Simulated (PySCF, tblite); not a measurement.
# C₄H₈F₂: dynamics, then NMR shifts on frames, part 2 of 2

tblite 0.8.0 and PySCF 2.14.0. Atoms count from 0. Earlier steps stand in the parts before.

## (5) Shielding tensors: 625 fs, PBE0/pcSseg-1

What the job is given:

```
{"job": {"kind": "nmr", "xc": "PBE0", "basis": "pcSseg-1", "pop": false}, "charge": 0, "multiplicity": 1}
C      1.609400    -0.860800    -0.059200
C      0.104400    -0.394200     0.053200
C     -0.900000    -1.535400     0.044000
F     -0.211800     0.403800    -1.040100
C     -0.178400     0.457600     1.259100
F     -0.506700    -0.297100     2.405800
H      1.592800    -1.483600    -0.980100
H      2.376900    -0.069800    -0.168300
H      1.721100    -1.392100     0.879600
H     -0.525100    -2.311200     0.727900
H     -0.994400    -1.928100    -0.964900
H     -1.807600    -1.110500     0.441900
H      0.647600     1.096700     1.454100
H     -1.155300     0.969800     0.904600
```

With the program's defaults for keys left out, this is: GIAO PBE0/pcSseg-1 NMR shielding, non-relativistic, gas phase.

Standard output:

```text
coarse grid: 11480 points
cycle   1  E = -356.3653964722  dE =  4.399e-01  |g| = 6.576e-01  |ddm| = 2.980e+00
cycle   2  E = -356.3069893467  dE =  5.841e-02  |g| = 9.246e-01  |ddm| = 1.009e+00
cycle   3  E = -356.4397779271  dE = -1.328e-01  |g| = 7.833e-02  |ddm| = 6.222e-01
cycle   4  E = -356.4409234431  dE = -1.146e-03  |g| = 2.973e-02  |ddm| = 7.269e-02
cycle   5  E = -356.4411244203  dE = -2.010e-04  |g| = 3.666e-03  |ddm| = 2.427e-02
cycle   6  E = -356.4411269147  dE = -2.494e-06  |g| = 1.261e-03  |ddm| = 3.428e-03
final grid: 111016 points
cycle   7  E = -356.4916036191  dE = -4.748e-05  |g| = 8.187e-03  |ddm| = 2.617e-02
cycle   8  E = -356.4915944894  dE =  9.130e-06  |g| = 1.111e-02  |ddm| = 1.398e-02
cycle   9  E = -356.4916185811  dE = -2.409e-05  |g| = 1.153e-03  |ddm| = 7.461e-03
cycle  10  E = -356.4916188016  dE = -2.206e-07  |g| = 2.484e-04  |ddm| = 9.121e-04
cycle  11  E = -356.4916188125  dE = -1.082e-08  |g| = 4.090e-05  |ddm| = 1.629e-04
cycle  12  E = -356.4916188128  dE = -3.387e-10  |g| = 1.541e-05  |ddm| = 4.584e-05
converged SCF energy = -356.4916188128

GIAO shielding tensors (ppm)
atom      isotropic    diamagn.    paramagn.     s11        s22        s33       span
  0 C      155.766     249.782     -94.015    135.833    152.857    178.610     42.777
  1 C       89.816     244.321    -154.504     58.916     69.005    141.527     82.611
  2 C      157.588     250.489     -92.901    143.297    149.808    179.661     36.364
  3 F      340.516     478.489    -137.973    292.379    356.727    372.441     80.062
  4 C       86.771     247.602    -160.831     57.422     78.853    124.039     66.617
  5 F      411.250     472.140     -60.890    378.727    409.424    445.599     66.873
  6 H       29.239      29.312      -0.073     24.938     28.600     34.180      9.243
  7 H       29.580      29.638      -0.057     26.356     26.859     35.527      9.171
  8 H       30.315      30.263       0.052     26.518     29.271     35.156      8.638
  9 H       30.066      30.107      -0.041     26.935     28.228     35.035      8.100
 10 H       30.034      30.341      -0.307     26.688     27.947     35.465      8.777
 11 H       30.044      30.952      -0.908     26.029     29.187     34.916      8.887
 12 H       27.356      31.217      -3.861     23.925     28.544     29.599      5.674
 13 H       25.905      29.045      -3.140     21.782     27.262     28.672      6.890
```

It took 8.3 s on 1 thread of Intel Xeon 6975P-C, shared host; peak memory 0.75 GiB.

Key values: δ C4 100.2, C1 97.1, C0 31.2, C2 29.3, H13 5.81, H12 4.36 ppm.

## (6) NMR shieldings: 800 fs, PBE0/pcSseg-1

What the job is given:

```
{"job": {"kind": "nmr", "xc": "PBE0", "basis": "pcSseg-1", "pop": false}, "charge": 0, "multiplicity": 1}
C      1.457000    -1.174700     0.631600
C      0.163600    -0.562600     0.260600
C     -1.114300    -1.468200    -0.023600
F      0.389700     0.151800    -0.914900
C     -0.250000     0.596600     1.165800
F     -0.464700     0.148500     2.395900
H      1.598100    -2.018500    -0.124500
H      2.369800    -0.522400     0.710500
H      1.450800    -1.655800     1.638400
H     -1.346000    -1.980100     0.850800
H     -0.912400    -2.294900    -0.709200
H     -1.960700    -0.836100    -0.354500
H      0.622300     1.230700     1.164400
H     -1.137900     1.097200     0.841600
```

With the program's defaults for keys left out, this is: GIAO PBE0/pcSseg-1 NMR shielding, non-relativistic, gas phase.

Standard output:

```text
coarse grid: 11480 points
cycle   1  E = -356.3691471470  dE =  5.502e-01  |g| = 6.455e-01  |ddm| = 3.011e+00
cycle   2  E = -356.3255247922  dE =  4.362e-02  |g| = 8.672e-01  |ddm| = 9.896e-01
cycle   3  E = -356.4398496966  dE = -1.143e-01  |g| = 7.242e-02  |ddm| = 6.027e-01
cycle   4  E = -356.4407537706  dE = -9.041e-04  |g| = 3.071e-02  |ddm| = 6.794e-02
cycle   5  E = -356.4409550022  dE = -2.012e-04  |g| = 5.472e-03  |ddm| = 2.476e-02
cycle   6  E = -356.4409587435  dE = -3.741e-06  |g| = 2.788e-03  |ddm| = 5.431e-03
final grid: 111016 points
cycle   7  E = -356.4902272643  dE = -4.146e-05  |g| = 8.577e-03  |ddm| = 2.794e-02
cycle   8  E = -356.4902148718  dE =  1.239e-05  |g| = 1.232e-02  |ddm| = 1.442e-02
cycle   9  E = -356.4902422771  dE = -2.741e-05  |g| = 9.347e-04  |ddm| = 8.035e-03
cycle  10  E = -356.4902424399  dE = -1.628e-07  |g| = 2.212e-04  |ddm| = 7.886e-04
cycle  11  E = -356.4902424489  dE = -9.016e-09  |g| = 3.505e-05  |ddm| = 1.756e-04
cycle  12  E = -356.4902424491  dE = -1.889e-10  |g| = 1.638e-05  |ddm| = 3.829e-05
converged SCF energy = -356.4902424491

GIAO shielding tensors (ppm)
atom      isotropic    diamagn.    paramagn.     s11        s22        s33       span
  0 C      161.449     245.879     -84.431    141.862    157.694    184.789     42.927
  1 C       91.443     243.299    -151.856     58.743     72.621    142.965     84.222
  2 C      157.755     246.738     -88.983    132.276    148.738    192.251     59.974
  3 F      355.677     479.064    -123.387    308.753    368.980    389.298     80.545
  4 C       98.729     244.694    -145.965     73.579     86.534    136.073     62.494
  5 F      437.946     470.930     -32.984    396.400    438.034    479.404     83.004
  6 H       28.745      27.450       1.295     24.108     27.679     34.448     10.341
  7 H       29.048      28.192       0.856     25.512     26.096     35.535     10.023
  8 H       29.397      27.954       1.444     25.820     27.528     34.844      9.024
  9 H       31.249      30.897       0.352     27.811     29.756     36.180      8.369
 10 H       30.023      29.440       0.582     26.429     28.074     35.566      9.137
 11 H       29.689      29.319       0.370     25.759     27.567     35.743      9.984
 12 H       27.767      31.028      -3.261     24.519     28.572     30.210      5.691
 13 H       27.672      31.140      -3.468     24.417     28.214     30.384      5.966
```

Run time: 8.4 s. Hardware: 1 thread of Intel Xeon 6975P-C, shared host; peak memory 0.75 GiB.

In short: δ C1 95.5, C4 88.2, C2 29.2, C0 25.5, H13 4.05, H12 3.95 ppm.

## (7) Nuclear shieldings: 1000 fs, PBE0/pcSseg-1

What the job is given:

```
{"job": {"kind": "nmr", "xc": "PBE0", "basis": "pcSseg-1", "pop": false}, "charge": 0, "multiplicity": 1}
C      1.219500    -1.201800     1.226900
C      0.145500    -0.547600     0.335400
C     -0.965100    -1.399500    -0.203900
F      0.888200    -0.199200    -0.908500
C     -0.326000     0.673000     1.010500
F     -0.725800     0.518600     2.349400
H      1.304900    -2.291100     1.072000
H      2.207000    -0.714800     1.079500
H      1.013900    -0.957100     2.286400
H     -1.751300    -1.499700     0.616900
H     -0.666500    -2.339000    -0.500600
H     -1.409900    -0.922600    -1.047600
H      0.415000     1.466400     1.010300
H     -1.208800     1.091700     0.462000
```

Method: GIAO PBE0/pcSseg-1 NMR shielding, non-relativistic, gas phase.

Standard output:

```text
coarse grid: 11480 points
cycle   1  E = -356.3549186174  dE =  4.288e-01  |g| = 6.940e-01  |ddm| = 2.990e+00
cycle   2  E = -356.2608792865  dE =  9.404e-02  |g| = 1.063e+00  |ddm| = 1.175e+00
cycle   3  E = -356.4388151104  dE = -1.779e-01  |g| = 9.903e-02  |ddm| = 7.600e-01
cycle   4  E = -356.4406649384  dE = -1.850e-03  |g| = 3.755e-02  |ddm| = 9.052e-02
cycle   5  E = -356.4409406311  dE = -2.757e-04  |g| = 8.842e-03  |ddm| = 3.001e-02
cycle   6  E = -356.4409516081  dE = -1.098e-05  |g| = 3.453e-03  |ddm| = 7.824e-03
cycle   7  E = -356.4409535115  dE = -1.903e-06  |g| = 2.971e-04  |ddm| = 2.290e-03
final grid: 111016 points
cycle   8  E = -356.4902657814  dE = -4.280e-05  |g| = 8.036e-03  |ddm| = 2.370e-02
cycle   9  E = -356.4902545483  dE =  1.123e-05  |g| = 1.135e-02  |ddm| = 1.427e-02
cycle  10  E = -356.4902808590  dE = -2.631e-05  |g| = 1.442e-03  |ddm| = 7.929e-03
cycle  11  E = -356.4902811906  dE = -3.316e-07  |g| = 2.498e-04  |ddm| = 1.090e-03
cycle  12  E = -356.4902811998  dE = -9.233e-09  |g| = 8.628e-05  |ddm| = 1.984e-04
cycle  13  E = -356.4902812008  dE = -1.020e-09  |g| = 2.612e-05  |ddm| = 7.554e-05
cycle  14  E = -356.4902812009  dE = -1.028e-10  |g| = 4.912e-06  |ddm| = 2.130e-05
converged SCF energy = -356.4902812009

GIAO shielding tensors (ppm)
atom      isotropic    diamagn.    paramagn.     s11        s22        s33       span
  0 C      159.580     248.159     -88.579    137.065    152.956    188.719     51.654
  1 C       83.140     241.290    -158.150     41.474     53.098    154.849    113.375
  2 C      159.915     248.438     -88.523    142.502    151.931    185.313     42.811
  3 F      277.566     478.532    -200.966    163.729    279.095    389.875    226.147
  4 C       98.245     246.352    -148.106     68.869     81.432    144.435     75.566
  5 F      405.894     471.883     -65.989    350.408    405.275    461.998    111.590
  6 H       29.667      28.571       1.096     25.418     28.208     35.376      9.958
  7 H       29.314      28.956       0.358     25.771     27.019     35.151      9.381
  8 H       29.098      28.610       0.487     24.266     29.424     33.604      9.339
  9 H       29.259      28.168       1.091     25.207     27.784     34.785      9.578
 10 H       31.378      31.393      -0.015     27.316     29.768     37.051      9.735
 11 H       30.508      30.931      -0.423     27.138     28.146     36.242      9.104
 12 H       27.192      30.406      -3.214     23.372     27.691     30.512      7.140
 13 H       26.834      29.804      -2.970     23.211     27.543     29.747      6.536
```

It took 9 s on 1 thread of Intel Xeon 6975P-C, shared host; peak memory 0.75 GiB.

This run: δ C1 103.8, C4 88.7, C0 27.3, C2 27.0, H13 4.88, H12 4.53 ppm.

## (8) Side by side: NMR shifts

Shifts (ppm) of some atoms, chosen among heavy atoms and hydrogens apart, with basis size and wall time:

| frame | C4 | C1 | C2 | H9 | H7 | F3 | F5 | functions | time |
| --- | --- | --- | --- | --- | --- | --- | --- | --- | --- |
| 250 fs | 92.4 | 88.9 | 28.8 | 1.00 | 0.68 | -200.7 | -257.2 | 142 | 9 s |
| 425 fs | 93.4 | 106.8 | 21.6 | 1.24 | 2.12 | -151.6 | -241.2 | 142 | 8.6 s |
| 625 fs | 100.2 | 97.1 | 29.3 | 1.65 | 2.14 | -169.6 | -240.3 | 142 | 8.3 s |
| 800 fs | 88.2 | 95.5 | 29.2 | 0.47 | 2.67 | -184.7 | -267.0 | 142 | 8.4 s |
| 1000 fs | 88.7 | 103.8 | 27.0 | 2.46 | 2.40 | -106.6 | -234.9 | 142 | 9 s |

## (9) Outcome

What follows sums up all 2 parts.

| quantity | value |
| --- | --- |
| thermostat | 300 K |
| mean temperature, second half | 315 K |
| mean potential energy above the minimum | 0.53 eV |
| 13C shifts against TMS (PBE0/pcSseg-1, 250 fs) | 92.4, 88.9, 28.8, 25.7 ppm |
| 1H shifts against TMS (PBE0/pcSseg-1, 250 fs) | 5.39, 4.44, 2.15, 1.61, 1.38, 1.05, 1.00, 0.68 ppm |
| 19F shifts against CFCl3 (PBE0/pcSseg-1, 250 fs) | -200.7, -257.2 ppm |
| range of the shift of F3 | -200.7 to -106.6 ppm |

**Reading.** In the second half the potential energy averages 0.53 eV above the minimum; equipartition over 36 harmonic modes at 300 K would give 0.47 eV. With 14 atoms the temperature swings widely (140 to 407 K). Shifts at one fixed geometry are not the observed spectrum, which averages over the motion. In the first frame run (250 fs): The largest span, 84 ppm, is at C1, where the paramagnetic term is -144 ppm. Across the 5 runs the shift of F3 moves most, between -200.7 (250 fs) and -106.6 ppm (1000 fs).
